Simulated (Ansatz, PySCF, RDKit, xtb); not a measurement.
**AlBHS: a search for the lowest isomer**

Task: start from the formula AlBHS (odd number of electrons), draw up candidate structures, narrow them down in stages, and characterise the one that lies lowest at 600 K.

Plan: many cheap relaxations first (GFN2-xTB), then density-functional screening, relaxation at B3LYP-D4/def2-TZVP, vibrations and a final energy. The numbers are computed, not measured.

7 further runs of the same task are left out: 7 set aside as unsound or not needed.

**1. Possible bonding patterns**

All bonding patterns within simple valence rules are listed by program: one Lewis structure each, at most two rings and one unusual centre or charged pair. O–O, O–halogen and N–halogen bonds and N–N–N chains are not drawn. That gives 12 candidates.

| label | SMILES | spin |
| --- | --- | --- |
| c100 | [B]1[AlH][S]1 | doublet |
| c241 | [B]1=[SH][Al]1 | doublet |
| c302 | [Al][BH][S] | doublet |
| c408 | [BH][S][Al] | doublet |
| c609 | [Al][B]S | doublet |
| c619 | [B][AlH][S] | doublet |
| c740 | B#[S][AlH] | doublet |
| c742 | [BH]1[Al][S]1 | doublet |
| c750 | [BH][Al+][S-] | doublet |
| c763 | [B][Al][SH] | doublet |
| c885 | [AlH][B]=S | doublet |
| c947 | [B]=[SH][Al] | doublet |

Candidates are built by distance geometry, with a force field where one applies, in up to four conformers (letters a to d). 16 starts with atoms placed at random are added, to find patterns that the rules miss.

**Question.** With final energies at CCSD(T)/def2-TZVP, which structure will this search put lowest in free energy, and by what margin?

| quantity | value |
| --- | --- |
| lowest structure found | [BH]1[Al][S]1, doublet, Cs |
| next finalist | [BH][S][Al], doublet, 9.7 kcal/mol higher in G |
| share at equilibrium, among the finalists | 100.0 % |
| harmonic wavenumbers, lowest and highest (B3LYP-D4/def2-TZVP) | 256 and 2717 cm⁻¹ |
| rotational constants, same geometry | 0.6315, 0.1896, 0.1458 cm⁻¹ |
| dipole moment (PBE0/def2-TZVPD) | 0.73 D |
| HOMO energy (highest over α and β) (PBE0/def2-TZVPD) | -6.02 eV |
| LUMO energy (lowest over α and β) (PBE0/def2-TZVPD) | -2.97 eV |
| lowest excitation (TD-CAM-B3LYP/def2-SVPD) | 1.99 eV (f = 0.027) |
| strongest of the states computed, same level | 3.71 eV (f = 0.031) |
| vertical ionisation energy (to the singlet cation) | 8.03 eV |
| vertical electron affinity | 1.31 eV |
| vertical quartet less doublet | +2.28 eV |

`[BH]1[Al][S]1` comes out lowest. Among the finalists first place is clear (9.7 kcal/mol); structures outside the list aren't covered. GFN2-xTB, r2SCAN-D4/def2-SVP, B3LYP-D4/def2-TZVP, HF/def2-TZVP and MP2/def2-TZVP already put its bonding pattern lowest among the structures in one piece; HF/STO-3G favours the doublet [BH][S][Al]. The stability test raises a flag; for an open shell a flag towards a general spinor solution can be the free rotation of the spin. Lowest found is not proven lowest: the search is finite, and each finalist counts with one conformer.
